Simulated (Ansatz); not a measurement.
CH⁺, singlet: vertical spin and charge gaps

Geometry (PBE0/def2-TZVP stationary point for this spin):

```yaml
atoms:
  - { symbol: C, position_ang: [0.0000, 0.0000, 0.0000] }
  - { symbol: H, position_ang: [0.0000, 0.0000, 1.1404] }
```

Basis cc-pVQZ; Ansatz 0.2.0. Correlated methods freeze the noble-gas cores. R marks a restricted (for open shells ROHF) determinant. Active spaces: valence = (4e, 5o) chosen from the atoms' valence shells.

Gaps are energies of the second state less the first, at fixed atoms, for a selection of the levels run; each method lands on the state that its own search finds for that charge and spin.

Triplet less singlet: 1.200 eV at full CI (singlet A1, triplet B1, in C2v).

| level | gap (eV) | error (meV) |
| --- | --- | --- |
| RHF | 0.181 | -1019 |
| RMP2 | 0.856 | -344 |
| RCCSD | 1.181 | -19 |
| RCCSD(T) | 1.197 | -3 |
| BCCD(T) | 1.197 | -3 |
| RCCSDT | 1.197 | -3 |
| RCCSDT(Q) | 1.199 | -1 |
| CASSCF (valence space) | 1.286 | 86 |
| NEVPT2 (valence space) | 1.179 | -21 |
| MRCISD (valence space) | 1.233 | 33 |
| MRCISD+Q (valence space) | 1.229 | 29 |
| wB97M-V | 1.157 | -43 |

Full CI is exact within this basis and frozen core; it isn't the basis-set limit.
